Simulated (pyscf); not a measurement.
Single points on ωB97X-D3(BJ)/def2-SVP structures (PySCF, gas phase). MP2 and CC: frozen core, UHF for open shells. ΔMP2 is the change of the MP2 total energy from the triple- to the quadruple-zeta basis.

PBE/def2-TZVP puts the barrier of H₂N–B(Cl)–Cl (SMILES NB(Cl)Cl) → HN=B–Cl (SMILES N=BCl) + HCl (SMILES Cl) (elimination; singlet surface; H–N, B–Cl broken, Cl–H formed) at 274.2 kJ/mol and the reaction energy at +250.3 kJ/mol, from the reactant's lowest minimum found. What do r²SCAN/def2-TZVP, ωB97M-D3(BJ)/def2-TZVP, CCSD(T)/def2-TZVPP + ΔMP2(QZVPP) give on the same structures?

r²SCAN: ΔE‡ = 290.1 kJ/mol, ΔE = +264.4 kJ/mol; ωB97M-D3(BJ): ΔE‡ = 300.6 kJ/mol, ΔE = +254.5 kJ/mol; CCSD(T): ΔE‡ = 306.8 kJ/mol, ΔE = +249.9 kJ/mol. PBE's barrier lies under all of them, by 15.9 to 32.6 kJ/mol. Its reaction energy matches one of them and lies within 14.1 kJ/mol of the others. One saddle was located; it need not be the lowest between these sides. The CCSD(T) − MP2 part came from Ansatz, without density fitting, on the same reference.
